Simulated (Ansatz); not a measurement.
```yaml
crystal:
  periodic: [false, false, false]
  atoms:
    - {symbol: Ru, position_ang: [0.000000, 0.000000, -1.449056]}
    - {symbol: N, position_ang: [0.000000, 0.000000, 0.200398]}
    - {symbol: H, position_ang: [0.000000, 0.000000, 1.248658]}
basis:
  gaussian: {orbitals: def2-TZVP}
total_charge: 1
magnetization: {spin_polarized: true, initial_magnetization: 1}
hamiltonian: {xc: pbe0}
relax: {f_tol: 0.004, max_steps: 80}
```

```sh
$ ansatz run in.yaml --threads 1 --pin off --events-out ev --progress --plain --max-ram 2176MiB
```

Steps of the relaxation (energy above the last step; positions in Å, forces in eV/Å):

```
3
step 1, 12.8 meV
Ru    0.000    0.000   -1.449    0.000    0.000    0.595
N     0.000    0.000    0.200    0.000    0.000   -0.028
H     0.000    0.000    1.249    0.000    0.000   -0.567
```

```
3
step 2, 4.7 meV
Ru    0.000    0.000   -1.440    0.000    0.000    0.454
N     0.000    0.000    0.201    0.000    0.000   -0.297
H     0.000    0.000    1.239    0.000    0.000   -0.157
```

```
3
step 3, 0.6 meV
Ru    0.000    0.000   -1.423    0.000    0.000   -0.196
N     0.000    0.000    0.195    0.000    0.000    0.098
H     0.000    0.000    1.228    0.000    0.000    0.098
```

```
3
step 5, 0.0 meV
Ru    0.000    0.000   -1.427    0.000    0.000    0.000
N     0.000    0.000    0.196    0.000    0.000   -0.002
H     0.000    0.000    1.231    0.000    0.000    0.002
```

Close pairs at the end: N2–H3 1.035 Å, Ru1–N2 1.624 Å.

A stationary point of unrestricted PBE0 after 5 steps, with ⟨S²⟩ = 1.112 against 0.75 for a pure state; no frequencies were run, so it isn't proven a minimum. 1.7 min on 1 thread of Intel Xeon Platinum 8375C, shared host.
